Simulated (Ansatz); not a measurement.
One stationary structure of Ag. Space group Fm-3m (No. 225), fcc (Cu type). Computed with PBEsol (plane waves to 420 eV, PAW, scalar-relativistic; Ansatz, a program for electronic structure).

Space group Fm-3m (No. 225); a = b = c = 4.055 Å, α = β = γ = 90.00°

```json
[
 {"atom": "Ag", "site": "4b", "symmetry": "m-3m", "x": "0.5000", "y": "0.5000", "z": "0.5000"}
]
```
(The calculation used a cell of 1 atom; values per cell refer to that cell.)

```json
{
 "volume_per_atom": "16.67 Å³",
 "density": "10.75 g/cm³",
 "band_gap": "no gap (metallic)",
 "shortest_distances": "Ag–Ag 2.87 Å",
 "k-mesh": "20×20×20"
}
```

No spin polarisation in the result.

Measured for Ag: a 4.062 Å (static lattice; corrected from measurement; as listed in Daniel Mejia-Rodriguez, S. B. Trickey, Phys. Rev. B (2018)). Computed minus measured — a: PBEsol -0.2 %. The computed values are for a static lattice.

The run could not lose the symmetry of its start.
